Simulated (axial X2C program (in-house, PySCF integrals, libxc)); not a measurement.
## Potential curves of Al₂⁻, 2c

All values were computed with an in-house relativistic program for diatomic molecules. Two-component (2c) means X2C with spin–orbit coupling and atomic mean-field two-electron Coulomb and Gaunt terms. Basis: Al dyall-av3z [9s9p3d2f] (cores contracted in-house); Gaussian nuclei, density fitting, unrestricted open shells. Masses: Al 26.982 u.

State: Ω = 3/2 (⟨Sz⟩ = 1.50, ⟨Lz⟩ = 0.00 at HF). Energies in cm⁻¹ from the fragments at the same level (Al- + Al). Fits are polynomials in 1 − R0/R over 0.85 to 1.23 times the lowest point R0.

| R (Å) | HF | TPSSh | CCSD(T) | PBE0 |
| --- | --- | --- | --- | --- |
| 2.2342 | -8906 | -16717 |  | -16814 |
| 2.3369 | -11117 | -18697 | -18436 | -18805 |
| 2.4139 | -12114 | -19546 | -19337 | -19662 |
| 2.4910 | -12677 | -19980 | -19804 | -20104 |
| 2.5680 | -12897 | -20091 | -19933 | -20222 |
| 2.6579 | -12823 | -19914 | -19760 | -20050 |
| 2.7478 | -12481 | -19493 | -19333 | -19631 |
| 2.8633 | -11764 | -18712 | -18531 | -18846 |
| 3.0046 | -10610 | -17534 |  | -17651 |
| 3.2100 | -8651 | -15636 |  | -15710 |

Correlated methods: 7 electrons correlated (number of frozen shells: Al 2 s, 1 p), 205 virtual spin orbitals or spinors in MP2, 90 natural virtuals in coupled cluster.

The state is one determinant whose occupation by symmetry is held fixed; it was picked as the lowest of a PBE0 search that is not exhaustive. Dissociation energies refer to the lowest single-determinant-based atoms at the same level and basis. Density functionals use the spin component along the axis (collinear). CCSD and (T) use frozen natural virtuals with an MP2 correction for the truncation; (T) itself is uncorrected, so its De runs slightly low. In 2c an atomic determinant is not the ground J level, so De misses part of the atomic spin–orbit lowering. This holds for TPSSh, CCSD(T), PBE0. Other states lie close and PBE0, whose exact exchange favours high spin, may order them wrongly; the determinant shown need not be the ground state. The nearest other 2c determinant of the search, Ω = 1/2, lies 0.18 eV up at the distance of the search. Without a current term, density functionals place determinants with orbital angular momentum somewhat too high. With several unpaired electrons one determinant need not be a pure state. The highest occupied level of some functionals is positive through self-interaction error; at Hartree–Fock it is bound. This is the top spin component of a Σ state; components of lower Ω are not single determinants and can lie lower. Hartree–Fock gets electron affinities wrong, so its lowest charge split need not be the true one. Coupled cluster ran on the points near the minimum only. MP2 and coupled cluster on one determinant become unreliable at the stretched end.

Problem. Fit the HF curve near its minimum: give the equilibrium distance, the harmonic wavenumber and the well depth.

Solution. At HF, 2c: Re = 2.591 Å, ωe ≈ 321 cm⁻¹, De = 1.60 eV to Al- + Al; Be follows as 0.186 cm⁻¹.

Problem. What are Re, ωe and De at the TPSSh level?

Solution. At TPSSh, 2c: Re = 2.561 Å, ωe ≈ 326 cm⁻¹, De = 2.49 eV to Al- + Al; Be follows as 0.191 cm⁻¹.

Problem. Fit the CCSD(T) curve near its minimum: give the equilibrium distance, the harmonic wavenumber and the well depth.

Solution. At CCSD(T), 2c: Re = 2.564 Å, ωe ≈ 332 cm⁻¹, De = 2.47 eV to Al- + Al; Be follows as 0.19 cm⁻¹.

Problem. Fit the PBE0 curve near its minimum: give the equilibrium distance, the harmonic wavenumber and the well depth.

Solution. At PBE0, 2c: Re = 2.563 Å, ωe ≈ 326 cm⁻¹, De = 2.51 eV to Al- + Al; Be follows as 0.19 cm⁻¹.
